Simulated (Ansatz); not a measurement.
The same path of ClH + H4OSi (8 atoms, charge 0, multiplicity 1) was run 3 times with different band settings. Lost on the way: Si1–O2, Cl7–H8. Made: Si1–Cl7, O2–H8.

All numbers below come from Ansatz 0.2.0, RKS B3LYP/def2-SVP.

Relaxed end points:

```xyz
8
Properties=species:S:1:pos:R:3
Si -0.246 0.249 -0.112
O -0.043 -0.189 1.508
H -0.834 -0.236 2.061
H 1.122 0.295 -0.681
H -0.898 1.589 -0.202
H -1.088 -0.744 -0.840
Cl 1.892 -2.628 1.957
H 1.129 -1.567 1.883
```

```xyz
8
Properties=species:S:1:pos:R:3
Si 0.437 -0.117 -0.429
O -0.655 -0.342 2.493
H -1.226 -1.121 2.429
H 0.981 0.000 -1.810
H 0.430 1.212 0.223
H -0.909 -0.736 -0.491
Cl 1.746 -1.400 0.596
H 0.231 -0.727 2.564
```

Common settings: climbing image yes; spring 5.0 eV/Å²; optimiser quadratic models (default); force threshold 0.05 eV/Å; iteration limit 60; end points relaxed.

| run | movable images | start path |
| --- | --- | --- |
| 1 | 5 | through a guess of the saddle point |
| 2 | 5 | straight line |
| 3 | 2 | through a guess of the saddle point |

Question: What does each run give, and how far can it be trusted?

Answer: Run 1: converged after 26 iterations, highest image 0.959 eV above the first end. A vibrational analysis at the climbing image gives one clearly imaginary mode, 178i cm⁻¹: a first-order saddle point.
Run 2: converged after 25 iterations, highest image 0.959 eV above the first end. Another band between the same ends (5 images) ends at a top of the same energy, where a vibrational analysis finds 1 clearly imaginary mode.
Run 3: converged after 22 iterations, highest image 0.959 eV above the first end. Another band between the same ends (5 images) ends at a top of the same energy, where a vibrational analysis finds 1 clearly imaginary mode. So few images can step over the top or miss a turn of the path.
The orbitals stay closed-shell, which can raise the energy where a bond breaks towards radicals; this wasn't checked here.
